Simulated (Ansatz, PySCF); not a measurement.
This Ansatz (a program for electronic structure) input computes a SVWN5/def2-TZVPD energy:

Ansatz 0.2 input:
```yaml
crystal:
  periodic: [false, false, false]
  atoms:
    - {symbol: C, position_ang: [-1.12170049, -0.06477832, -0.00321981]}
    - {symbol: S, position_ang: [0.70892160, 0.04094030, 0.00203494]}
    - {symbol: H, position_ang: [-1.49834475, -0.72773810, -0.79531264]}
    - {symbol: H, position_ang: [-1.51919535, -0.45321230, 0.94541316]}
    - {symbol: H, position_ang: [-1.59500260, 0.91457557, -0.16334069]}
basis:
  gaussian:
    orbitals: def2-TZVPD
hamiltonian:
  xc: {name: SVWN5}
total_charge: -1
output: {forces: true}
```

Question: Write an input for the same energy in PySCF and say what it gives.

Answer: 
```python
from pyscf import gto, scf, dft

mol = gto.M(
    atom='''
    C    -1.12170049   -0.06477832   -0.00321981
    S     0.70892160    0.04094030    0.00203494
    H    -1.49834475   -0.72773810   -0.79531264
    H    -1.51919535   -0.45321230    0.94541316
    H    -1.59500260    0.91457557   -0.16334069
    ''',
    basis='def2-tzvpd',
    charge=-1,
    spin=0,
    verbose=4,
)

mf = dft.RKS(mol, xc='svwn').density_fit(auxbasis='def2-universal-jkfit')
mf.grids.level = 3
mf.conv_tol = 1e-9
mf.max_cycle = 100
mf.max_memory = 1500
mf.kernel()
if not mf.converged:
    mf = mf.newton()
    mf.kernel(mf.make_rdm1())
mf.analyze()
```
It gives -436.39718 Eh, and Ansatz -436.39712 Eh, a difference of 0.06 mEh, from the treatment of integrals and grids.
